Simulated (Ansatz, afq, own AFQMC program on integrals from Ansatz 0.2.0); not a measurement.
CH$_{2}$N, quartet: AFQMC among the cluster methods

```json
{"atom": "N", "x (Å)": "-0.0315", "y (Å)": "0.0000", "z (Å)": "0.7755"}
{"atom": "C", "x (Å)": "0.0708", "y (Å)": "0.0000", "z (Å)": "-0.7036"}
{"atom": "H", "x (Å)": "-0.2030", "y (Å)": "-0.9302", "z (Å)": "-1.1965"}
{"atom": "H", "x (Å)": "-0.2030", "y (Å)": "0.9302", "z (Å)": "-1.1966"}
```

Connectivity, by distances: N–CH2.

Basis cc-pVDZ. Noble-gas cores (and the filled d shells of Ga–Kr and In–Xe) are frozen. Integrals, coupled cluster, full CI and functionals: Ansatz 0.2.0; the random walks run on the same integrals in our own AFQMC program. ph-AFQMC/CISD is guided by a CISD state made of CCSD amplitudes; releasing the constraint for a short imaginary time cuts its bias at the price of noise, slowly where states lie close. Uncertainties: one standard error, sampling alone.

Determinant: UHF, the one that the program's search chose, which needn't be the lowest solution. The geometry is a point of a scan.

No full CI on the walks' own integrals is used here; CCSDT(Q) serves as the reference and is uncertain by about the last step of the cluster series.

Cautions: lower spins were not checked.

The T1 diagnostic is 0.0125 and the weight of the determinant in the CISD state is 0.909. The ⟨S²⟩ of the determinant is 3.767 and the size of the correlated space is 11 electrons in 36 orbitals.

Reference: CCSDT(Q), correlation energy -6.750 eV. The released energy is read at 2.40 1/Eh (meV from the phaseless value at times in 1/Eh: -9 ± 11 at 0.24, 7 ± 9 at 0.51, -8 ± 11 at 0.99, -20 ± 11 at 1.62, -14 ± 16 at 2.40).

| level | E − E(reference) (kJ/mol) | share of correlation (%) |
| --- | --- | --- |
| HF | 651.3 | 0.00 |
| MP2 | 108.6 | 83.33 |
| CCSD | 16.2 | 97.52 |
| CCSD(T) | 2.9 | 99.56 |
| CCSDT | 0.8 | 99.88 |
| ph-AFQMC/HF | 8.0 ± 4.7 | 98.77 |
| ph-AFQMC/CISD | -0.8 ± 0.8 | 100.12 |
| released AFQMC | -2.2 ± 1.5 | 100.34 |

A walk keeps the symmetry of its determinant, which the program's search chose and which needn't be the lowest solution, so a lower state of the same spin and another symmetry isn't excluded. Released energies are given only where the last usable release times agree within the noise; a slower fall can still hide under it.
